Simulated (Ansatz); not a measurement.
**BeSiH (quartet): the correlation ladder at distance Si1–H3 = 1.489 Å, 6-31G**

Aim: climb from Hartree-Fock through coupled cluster and multireference methods for BeSiH (quartet) at one geometry and basis, and see what each rung misses.

Method: 6-31G, core rule «outside noble gas», up to 6 orbitals frozen; program: Ansatz 0.2.0, Gaussian basis.

The runs, in order: UHF; CCSD(T) on ROHF; CCSD(T) on UHF; BCCD(T) on ROHF; CISD as a restricted active space (open shells left free, so some higher excitations enter); CCSDT(Q) on ROHF; CCSDT(Q) on UHF; CISDTQ; CCSDTQ on ROHF; CCSDTQ on UHF; CASSCF and MRCISD+Q, 5 electrons in 5 orbitals; CASSCF and NEVPT2, 5 electrons in 5 orbitals; CASSCF and MRCISD+Q, 7 electrons in 9 orbitals; CASSCF and NEVPT2, 7 electrons in 9 orbitals; Full CI.

17 further runs of the same task are left out: 13 that didn't finish, 4 set aside as unsound or not needed. Runs told in other sessions of the task aren't counted.

## 1. The system

The geometry derives from a PBE0/def2-TZVP stationary point (not a proven minimum). One bond is set to the value named and the two fragments are kept rigid.

3 atoms, charge 0, spin multiplicity 4.

Atoms are counted from 1 here; the program's logs count them from 0.

Bond lengths: Si1–Be2 2.079 Å, Si1–H3 1.489 Å. Angles: Be2–Si1–H3 180.0°.

As a file:

| atom | x (Å) | y (Å) | z (Å) |
| --- | --- | --- | --- |
| Si1 | 0.0000 | 0.0000 | 0.1967 |
| Be2 | 0.0000 | 0.0000 | -1.8825 |
| H3 | 0.0000 | 0.0000 | 1.6858 |

## 2. UHF

in.yaml

```yaml
crystal:
  periodic: [false, false, false]
  atoms:
    - {symbol: Si, position_ang: [0.000000, 0.000000, 0.196700]}
    - {symbol: Be, position_ang: [0.000000, 0.000000, -1.882500]}
    - {symbol: H, position_ang: [0.000000, 0.000000, 1.685800]}
basis:
  gaussian: {orbitals: 6-31G}
magnetization: {spin_polarized: true, initial_magnetization: 3}
hamiltonian: {xc: hf}
output: {orbitals: {seedname: orbitals}}
```

On the command line:

```sh
ansatz run in.yaml --threads 1 --pin off --events-out ev --progress --plain --max-ram 2393MiB
```

Further steps of the session: CCSD(T) on ROHF; CCSD(T) on UHF; BCCD(T) on ROHF; CISD as a restricted active space (open shells left free, so some higher excitations enter); CCSDT(Q) on ROHF; CCSDT(Q) on UHF; CISDTQ; CCSDTQ on ROHF; CCSDTQ on UHF; CASSCF and MRCISD+Q, 5 electrons in 5 orbitals; CASSCF and NEVPT2, 5 electrons in 5 orbitals; CASSCF and MRCISD+Q, 7 electrons in 9 orbitals; CASSCF and NEVPT2, 7 electrons in 9 orbitals; Full CI.

**Question.** What will the summary of the whole plan be? Wanted: FCI from the RHF energy; RMP2 from FCI; UMP2 from FCI; RCCSD from FCI; RCCSD(T) from FCI; UCCSD(T) from FCI; RCCSDT(Q) from FCI; UCCSDT(Q) from FCI; NEVPT2 pair from FCI.

The runs gave:

| quantity | value |
| --- | --- |
| FCI from the ROHF energy | -1.8297 eV |
| RMP2 from FCI | +58.0 kJ/mol |
| UMP2 from FCI | +56.1 kJ/mol |
| RCCSD from FCI | +6.1 kJ/mol |
| RCCSD(T) from FCI | +1.9 kJ/mol |
| UCCSD(T) from FCI | +1.9 kJ/mol |
| RCCSDT(Q) from FCI | 0.0 kJ/mol |
| UCCSDT(Q) from FCI | 0.0 kJ/mol |
| NEVPT2 pair from FCI | +49.9 kJ/mol |
| NEVPT2 valence from FCI | +15.1 kJ/mol |
| MRCISD+Q valence from FCI | +0.4 kJ/mol |
| levels within 1 kcal/mol (43 meV) | RCCSD(T), UCCSD(T), BCCD(T), RCCSDT, UCCSDT, CISDTQ, RCCSDT(Q), UCCSDT(Q), RCCSDTQ, UCCSDTQ, MRCISD valence, MRCISD+Q valence |
| T1 diagnostic | 0.030 |
| effectively unpaired electrons | 3.03 |

**Reading.** RCCSD(T) lands +1.9 kJ/mol from the yardstick (1.1 % of the correlation energy). One determinant dominates. Of the multireference levels listed MRCISD+Q valence comes nearest in total energy (+0.4 kJ/mol), which doesn't show that its space is the better one. These misses are within one basis, not against nature; the frozen cores of restricted and unrestricted runs differ, which can shift their rows.

Levels on UHF freeze UHF's core orbitals, full CI those of ROHF, so the U rows can settle a little off it for that reason alone.

With open shells the CI space here admits some higher excitations, so it is larger than plain CISD.
